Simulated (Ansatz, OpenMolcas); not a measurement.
Worked example: the enthalpy of formation of BH2Cl (SMILES BCl)

BH2Cl has 4 atoms, charge 0, and is taken as a singlet. SMILES: `BCl`. Geometry: relaxed at PBE0-D4/def2-TZVP.

Total energies at B3LYP/6-31G* (spherical functions) (OpenMolcas 26.06); the atoms run unrestricted:

| species | state | energy (Eh) |
| --- | --- | --- |
| BH2Cl | singlet | -486.265596 |
| B | doublet | -24.653835 |
| Cl | doublet | -460.132788 |
| H | doublet | -0.500273 |

Harmonic wavenumbers at PBE0-D4/def2-TZVP, in cm⁻¹: 841, 866, 995, 1218, 2614, 2727.

Measured heats of formation of the gaseous atoms at 298.15 K, in kJ/mol: B 570.3, Cl 121.3, H 218.0. Spin-orbit lowering of the atoms at 298 K (mean of the ground term's levels less their thermal mean, from spectra), in kJ/mol: B 0.00, Cl 3.44. Take 1 Eh = 2625.50 kJ/mol, 1 cm⁻¹ = 0.0119627 kJ/mol, RT = 2.479 kJ/mol.

Problem. What heat of formation follows?

Solution. 
1. Electronic atomisation energy: (-24.653835) + (-460.132788) + 2 × (-0.500273) − (-486.265596) = 0.478427 Eh = 1256.1 kJ/mol.
2. Zero-point energy: half the sum of the wavenumbers, 4630.5 cm⁻¹ = 55.4 kJ/mol.
3. Thermal vibrational enthalpy, Σ hcν̃/(exp(hcν̃/kT) − 1): 0.5 kJ/mol. Translation, rotation and pV of a non-linear molecule: 4 RT = 9.9 kJ/mol.
4. The 4 free atoms carry 5/2 RT each: 24.8 kJ/mol.
5. Spin-orbit coupling lowers the free atoms by 0.00 + 3.44 = 3.4 kJ/mol.
6. Atomisation enthalpy at 298 K: 1256.1 − 3.4 − 55.4 − 0.5 − 9.9 + 24.8 = 1211.7 kJ/mol.
7. Sum of the atoms' heats of formation: 1127.6 kJ/mol. Heat of formation: 1127.6 − 1211.7 = -84.1 kJ/mol.

No measured value is set beside it here. Anharmonicity and any spin-orbit splitting of the molecule are left out.
